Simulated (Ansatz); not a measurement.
The parent structure is V in the bcc (W type) structure (space group Im-3m, No. 229).

```yaml
crystal:
  lattice:
    - [-1.47934, 1.47934, 1.47934]
    - [1.47934, -1.47934, 1.47934]
    - [1.47934, 1.47934, -1.47934]
  atoms:
    - { symbol: V, position: [0.00000, 0.00000, 0.00000] }
```

Computed with PBEsol (Ansatz, a program for electronic structure, PAW, without spin-orbit coupling).

The change: full substitution V → Cr, then cell and atoms are relaxed.

Measured lattice parameter a: V 3.021 Å (static lattice; corrected from measurement; as listed in Daniel Mejia-Rodriguez, S. B. Trickey, Phys. Rev. B (2018)); Cr 2.877 Å (static lattice; corrected from measurement; as listed in H. Levämäki et al., Physical Review B (2014)).

### Question
How well does PBEsol reproduce the measured shift?

### Answer
With PBEsol the lattice parameter a moves by -0.144 Å (2.959 → 2.814) against -0.144 Å measured.

Stability against distortions was not tested. Starting moments died away, wholly or in part, for V → Cr and the base; another magnetic solution may exist. All final runs are without spin polarisation. Real Cr is antiferromagnetic at low temperature and ambient pressure, an order that this cell doesn't hold.
